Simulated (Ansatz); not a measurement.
**Crystal structures of niobium under PBEsol**

All numbers below come from DFT, PBEsol, plane waves (420 eV) with PAW, scalar-relativistic in Ansatz. The PAW files were generated under PBE, with cores re-solved for the functional.

Each structure is relaxed within its own symmetry, so a high-lying one may be dynamically unstable.

| structure | ΔE (meV/atom) | V (Å³/atom) | cell | magnetic state |
| --- | --- | --- | --- | --- |
| bcc | 0 | 17.49 | a = 3.271 Å | spin not included |
| A15 | 116 | 17.98 | a = 5.239 Å | spin not included |
| omega (AlB2-type) | 211 | 17.85 | a = 4.826 Å, c = 2.656 Å (c/a = 0.550) | spin not included |
| dhcp | 305 | 18.04 | a = 2.829 Å, c = 10.409 Å (c/a = 3.679) | spin not included |
| hcp | 312 | 18.06 | a = 2.836 Å, c = 5.186 Å (c/a = 1.829) | spin not included |
| fcc | 349 | 18.17 | a = 4.173 Å | spin not included |
| simple cubic | 1027 | 19.38 | a = 2.686 Å | spin not included |
| diamond | 2645 | 24.56 | a = 5.813 Å | spin not included |

ΔE counts from bcc.

Differences under about 8 meV lie within the error of the k-point mesh.
